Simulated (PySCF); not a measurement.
## Calculated NMR data

[PySCF 2.14: PBE0-D3(BJ)/def2-SVP geometry; PBE0/pcSseg-1 with gauge-including orbitals; couplings computed with B3LYP/pcJ-1; gas phase; rapidly exchanging positions averaged; single conformer; non-relativistic]

References, each an isolated molecule treated in the same way: TMS for 1H, 13C. Multiplet labels drop J under 1 Hz and among equivalent protons, and merge close values. Unscaled 3J(H,H) run several per cent high. Shifts are as computed. Against solution values, carbons near 30 ppm lie about +2 ppm off and those near 130 ppm about +5 ppm. Of 1211 compounds with measured shifts, 218 miss one by over three times the rms of a fit or turn the order of signals round; such compounds aren't used in these exercises. For the larger molecules the spin–dipole term is left out of H,H and C,H couplings.

Compound 1 (C2H4). 1H NMR (400 MHz, computed): δ 5.73 (s, 4H). 13C{1H} NMR (computed): δ 132.0 (CH2). Structure: `C=C`.

Compound 2 (C6H6N2). 1H NMR (400 MHz, computed): δ 7.95 (d, J = 16.2 Hz, 1H), 7.54 (d, J = 16.2 Hz, 1H), 2.46 (s, 1H), 1.78 (s, 3H). 13C{1H} NMR (computed): δ 160.7, 119.9, 83.3, 81.0, 57.9, 32.8. Structure: SMILES C#C[C@](C)(C#N)N=C.
